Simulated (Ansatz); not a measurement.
# C3HN (cyanoacetylene): a chain of runs

Aim: a series of 8 runs (PBE/splines, PBE/cc-pVDZ, PBE/cc-pVTZ, PBE/cc-pVQZ, PBE/aug-cc-pVTZ, PBE/pcseg-2, PBE/def2-TZVPP, PBE/6-31G*) of C3HN (cyanoacetylene). 

Program for the calculation: Ansatz 0.2.0.

**1. The system as given**

C3HN has 5 atoms, charge 0, and is taken as a singlet. SMILES: `C#CC#N`. The coordinates come from a PBE0-D4/def2-TZVP relaxation.

Bond lengths: C1–C2 1.201 Å, C2–C3 1.369 Å, C3–N4 1.154 Å, C1–H5 1.066 Å. Angles: C1–C2–C3 180.0°, C2–C3–N4 180.0°, C2–C1–H5 179.9°.

**2. Energy and forces at PBE/splines (run 1)**

Contents of input.yaml:

```yaml
crystal:
  periodic: [false, false, false]
  atoms:
    - {symbol: C, position_ang: [-0.137800, 1.253000, 0.148800]}
    - {symbol: C, position_ang: [-0.000300, 0.068900, 0.002100]}
    - {symbol: C, position_ang: [0.157500, -1.280600, -0.165000]}
    - {symbol: N, position_ang: [0.291100, -2.418400, -0.305600]}
    - {symbol: H, position_ang: [-0.260600, 2.303500, 0.278300]}
basis:
  splines: {}
accuracy: medium
hamiltonian:
  xc: {name: PBE}
output:
  forces: true
```

Launch:

```bash
$ ansatz run input.yaml --threads 1 --pin off --max-ram 2610MiB --events-out events.jsonl --progress --plain --runs-dir runs
```

The log of the run (excerpt; [...] marks lines left out):

```text
Warning: RAYON_NUM_THREADS=1 ignored (pool sized by the plan → 1); use --threads N
Functional definition: PBE
  name "PBE"
[...]
pass 1: residual 1.10e1 eV of the charge, 0.00e0 eV of the magnetisation, 5.40e0 eV on the atoms, levels' error 1.65e-2 eV, gap 5.93e0 eV (known to 6.97e-1 eV), Harris-Foulkes energy -4615.353950 eV (of the first pass), Kohn-Sham energy not asked for
pass 2: residual 1.94e0 eV of the charge, 0.00e0 eV of the magnetisation, 1.11e0 eV on the atoms, levels' error 1.25e-2 eV, gap 5.41e0 eV (known to 4.85e-1 eV), Harris-Foulkes energy -4611.433187 eV (stepped by 3.92e0 eV), Kohn-Sham energy not asked for
pass 3: residual 7.01e-1 eV of the charge, 0.00e0 eV of the magnetisation, 2.91e-1 eV on the atoms, levels' error 3.62e-3 eV, gap 5.27e0 eV (known to 6.14e-2 eV), Harris-Foulkes energy -4610.997670 eV (stepped by 4.36e-1 eV), Kohn-Sham energy not asked for
pass 4: residual 7.75e-2 eV of the charge, 0.00e0 eV of the magnetisation, 5.67e-2 eV on the atoms, levels' error 3.09e-4 eV, gap 5.25e0 eV (known to 1.06e-1 eV), Harris-Foulkes energy -4610.838658 eV (stepped by 1.59e-1 eV), Kohn-Sham energy not asked for
pass 5: residual 2.49e-2 eV of the charge, 0.00e0 eV of the magnetisation, 1.24e-2 eV on the atoms, levels' error 1.14e-4 eV, gap 5.24e0 eV (known to 1.66e-2 eV), Harris-Foulkes energy -4610.825395 eV (stepped by 1.33e-2 eV), Kohn-Sham energy not asked for
[...]
pass 9: residual 5.00e-7 eV of the charge, 0.00e0 eV of the magnetisation, 2.77e-7 eV on the atoms, levels' error 7.11e-9 eV, gap 5.24e0 eV (known to 3.98e-5 eV), Harris-Foulkes energy -4610.820527 eV (stepped by 6.53e-7 eV), Kohn-Sham energy not asked for
pass 10: residual 7.15e-8 eV of the charge, 0.00e0 eV of the magnetisation, 2.94e-8 eV on the atoms, levels' error 4.63e-10 eV, gap 5.24e0 eV (known to 7.73e-6 eV), Harris-Foulkes energy -4610.820527 eV (stepped by 6.44e-8 eV), Kohn-Sham energy not asked for
pass 11: residual 7.99e-9 eV of the charge, 0.00e0 eV of the magnetisation, 3.88e-9 eV on the atoms, levels' error 9.76e-11 eV, gap 5.24e0 eV (known to 2.34e-5 eV), Harris-Foulkes energy -4610.820527 eV (stepped by 1.66e-8 eV), Kohn-Sham energy not asked for
pass 12: residual 5.84e-10 eV of the charge, 0.00e0 eV of the magnetisation, 6.73e-10 eV on the atoms, levels' error 9.73e-12 eV, gap 5.24e0 eV (known to 2.73e-6 eV), Harris-Foulkes energy -4610.820527 eV (stepped by 1.96e-9 eV), Kohn-Sham less Harris-Foulkes energy 1.36e-10 eV
Total energy: -4610.820527 eV
Atom 0 at    -0.137800     1.253000     0.148800 Å, force    -0.114182     0.965174     0.117905 eV/Å
Atom 1 at    -0.000300     0.068900     0.002100 Å, force     0.138686    -1.182170    -0.146694 eV/Å
Atom 2 at     0.157500    -1.280600    -0.165000 Å, force    -0.190611     1.639463     0.203629 eV/Å
Atom 3 at     0.291100    -2.418400    -0.305600 Å, force     0.187596    -1.612698    -0.199131 eV/Å
Atom 4 at    -0.260600     2.303500     0.278300 Å, force    -0.021489     0.190230     0.024292 eV/Å
```

It took 27 s on 1 thread of Intel Xeon 6975P-C (Granite Rapids), shared host; peak memory 0.97 GiB.

**3. Energy and gradient at PBE/cc-pVDZ (run 2)**

Contents of job.yaml:

```yaml
crystal:
  periodic: [false, false, false]
  atoms:
    - symbol: C
      position_ang: [-0.137800, 1.253000, 0.148800]
    - symbol: C
      position_ang: [-0.000300, 0.068900, 0.002100]
    - symbol: C
      position_ang: [0.157500, -1.280600, -0.165000]
    - symbol: N
      position_ang: [0.291100, -2.418400, -0.305600]
    - symbol: H
      position_ang: [-0.260600, 2.303500, 0.278300]
basis:
  gaussian:
    orbitals: cc-pVDZ
hamiltonian:
  xc: {name: PBE}
output: {forces: true, orbitals: {seedname: orbitals}}
```

Launch:

```bash
$ ansatz run job.yaml --threads 1 --pin off --max-ram 2610MiB --events-out events.jsonl --progress --plain --runs-dir runs
```

The log of the run (excerpt; [...] marks lines left out):

```text
Warning: RAYON_NUM_THREADS=1 ignored (pool sized by the plan → 1); use --threads N
[... 2 set-up lines as earlier in the session ...]
[...]
796 factors; their error is unknown
[...]
mean field -4608.95156607 eV, -169.3758459933 hartree, gradient 4.3e-5 eV, S^2 0.000000; 0 other end points of the search recorded, 0 dependent functions left out
[...]
reference -4608.95158690 eV, -169.3758467588 hartree; 13, 13 occupied and 48, 48 virtual orbitals, 796 factors
Total energy: -4608.95158690 eV, -169.3758467588 hartree
Atom 0 at    -0.137800     1.253000     0.148800 Å, force    -0.237862     2.029644     0.250255 eV/Å
Atom 1 at    -0.000300     0.068900     0.002100 Å, force     0.256911    -2.198732    -0.272449 eV/Å
Atom 2 at     0.157500    -1.280600    -0.165000 Å, force    -0.317446     2.710134     0.336046 eV/Å
Atom 3 at     0.291100    -2.418400    -0.305600 Å, force     0.363444    -3.104270    -0.384195 eV/Å
Atom 4 at    -0.260600     2.303500     0.278300 Å, force    -0.065048     0.563224     0.070344 eV/Å
Dipole moment:    -0.084277     0.720058     0.088981 e Å
```

Wall time 0.56 s (1 thread of Intel Xeon 6975P-C (Granite Rapids), shared host).

**4. Energy and gradient at PBE/cc-pVTZ (run 3)**

Contents of molecule.yaml:

```yaml
crystal:
  periodic: [false, false, false]
  atoms:
    - {symbol: C, position_ang: [-0.137800, 1.253000, 0.148800]}
    - {symbol: C, position_ang: [-0.000300, 0.068900, 0.002100]}
    - {symbol: C, position_ang: [0.157500, -1.280600, -0.165000]}
    - {symbol: N, position_ang: [0.291100, -2.418400, -0.305600]}
    - {symbol: H, position_ang: [-0.260600, 2.303500, 0.278300]}
basis:
  gaussian: {orbitals: cc-pVTZ}
hamiltonian: {xc: pbe}
output: {forces: true, orbitals: {seedname: orbitals}}
```

Launch:

```bash
$ ansatz run molecule.yaml --threads 1 --pin off --max-ram 2610MiB --events-out events.jsonl --progress --plain --runs-dir runs
```

The log of the run (excerpt; [...] marks lines left out):

```text
Warning: RAYON_NUM_THREADS=1 ignored (pool sized by the plan → 1); use --threads N
[... 2 set-up lines as earlier in the session ...]
[...]
727 factors; their error is unknown
[...]
mean field -4610.31839625 eV, -169.4260760760 hartree, gradient 6.2e-5 eV, S^2 0.000000; 0 other end points of the search recorded, 0 dependent functions left out
[...]
reference -4610.31842312 eV, -169.4260770637 hartree; 13, 13 occupied and 121, 121 virtual orbitals, 727 factors
Total energy: -4610.31842312 eV, -169.4260770637 hartree
Atom 0 at    -0.137800     1.253000     0.148800 Å, force    -0.122406     1.035210     0.126921 eV/Å
Atom 1 at    -0.000300     0.068900     0.002100 Å, force     0.147507    -1.256547    -0.155723 eV/Å
Atom 2 at     0.157500    -1.280600    -0.165000 Å, force    -0.205576     1.759944     0.218697 eV/Å
Atom 3 at     0.291100    -2.418400    -0.305600 Å, force     0.202386    -1.732375    -0.214645 eV/Å
Atom 4 at    -0.260600     2.303500     0.278300 Å, force    -0.021912     0.193769     0.024751 eV/Å
Dipole moment:    -0.089177     0.761883     0.094144 e Å
```

Wall time 1.1 s (1 thread of Intel Xeon 6975P-C (Granite Rapids), shared host); peak memory 0.14 GiB.

Runs 4 to 7 aren't shown in full; the table further down has their settings and results.

**5. Energy and forces at PBE/6-31G(d) (Cartesian functions) (run 8)**

Contents of in.yaml:

```yaml
crystal:
  periodic: [false, false, false]
  atoms:
    - {symbol: C, position_ang: [-0.137800, 1.253000, 0.148800]}
    - {symbol: C, position_ang: [-0.000300, 0.068900, 0.002100]}
    - {symbol: C, position_ang: [0.157500, -1.280600, -0.165000]}
    - {symbol: N, position_ang: [0.291100, -2.418400, -0.305600]}
    - {symbol: H, position_ang: [-0.260600, 2.303500, 0.278300]}
basis:
  gaussian:
    orbitals: "6-31G*"
hamiltonian:
  xc: pbe
output: {forces: true, orbitals: {seedname: orbitals}}
```

Launch:

```bash
$ ansatz run in.yaml --threads 1 --pin off --max-ram 2610MiB --events-out events.jsonl --progress --plain --runs-dir runs
```

The log of the run (excerpt; [...] marks lines left out):

```text
Warning: RAYON_NUM_THREADS=1 ignored (pool sized by the plan → 1); use --threads N
[... 2 set-up lines as earlier in the session ...]
[...]
701 factors; their error is unknown
[...]
mean field -4608.60935546 eV, -169.3632699855 hartree, gradient 1.7e-5 eV, S^2 0.000000; 0 other end points of the search recorded, 0 dependent functions left out
[...]
reference -4608.60937513 eV, -169.3632707083 hartree; 13, 13 occupied and 49, 49 virtual orbitals, 701 factors
Total energy: -4608.60937513 eV, -169.3632707083 hartree
Atom 0 at    -0.137800     1.253000     0.148800 Å, force    -0.209697     1.787814     0.220471 eV/Å
Atom 1 at    -0.000300     0.068900     0.002100 Å, force     0.226648    -1.935796    -0.240055 eV/Å
Atom 2 at     0.157500    -1.280600    -0.165000 Å, force    -0.330837     2.824090     0.350248 eV/Å
Atom 3 at     0.291100    -2.418400    -0.305600 Å, force     0.356662    -3.046868    -0.377135 eV/Å
Atom 4 at    -0.260600     2.303500     0.278300 Å, force    -0.042776     0.370760     0.046471 eV/Å
Dipole moment:    -0.089052     0.760524     0.093969 e Å
```

Wall time 0.65 s (1 thread of Intel Xeon 6975P-C (Granite Rapids), shared host).

**6. The series**

```tsv
run	level	Cartesian functions	energy (Eh)	HOMO energy (eV)	LUMO energy (eV)	HOMO–LUMO gap (eV)	wall time
1	PBE/splines	–	-169.444529	-7.88	-2.64	5.24	27 s
2	PBE/cc-pVDZ	no	-169.375847	-7.63	-2.31	5.31	0.56 s
3	PBE/cc-pVTZ	no	-169.426077	-7.81	-2.54	5.28	1.1 s
4	PBE/cc-pVQZ	no	-169.438780	-7.86	-2.60	5.26	2.2 s
5	PBE/aug-cc-pVTZ	no	-169.428153	-7.87	-2.63	5.24	2.4 s
6	PBE/pcseg-2	no	-169.431961	-7.88	-2.63	5.25	1.1 s
7	PBE/def2-TZVPP	no	-169.431488	-7.85	-2.59	5.26	1.1 s
8	PBE/6-31G* (Cartesian functions)	yes	-169.363271	-7.50	-2.19	5.31	0.65 s
```

**7. Results**

| quantity | value |
| --- | --- |
| run 8, PBE/6-31G*: total energy | -169.36327 Eh |
| run 8, PBE/6-31G*: dipole moment | 3.71 D |
| run 8, PBE/6-31G*: HOMO energy | -7.50 eV |
| run 8, PBE/6-31G*: LUMO energy | -2.19 eV |
| run 8, PBE/6-31G*: HOMO–LUMO gap | 5.31 eV |
| run 8, PBE/6-31G*: largest force on an atom | 3.091 eV/Å |

Over runs 2, 3, 4, 5, 6, 7, 8 the dipole moment (its size) runs from 3.51 D (PBE/cc-pVDZ) to 3.79 D (PBE/pcseg-2). The HOMO–LUMO gap runs from 5.24 eV (PBE/splines) to 5.31 eV (PBE/cc-pVDZ). All runs together took 36 s, the longest 27 s.
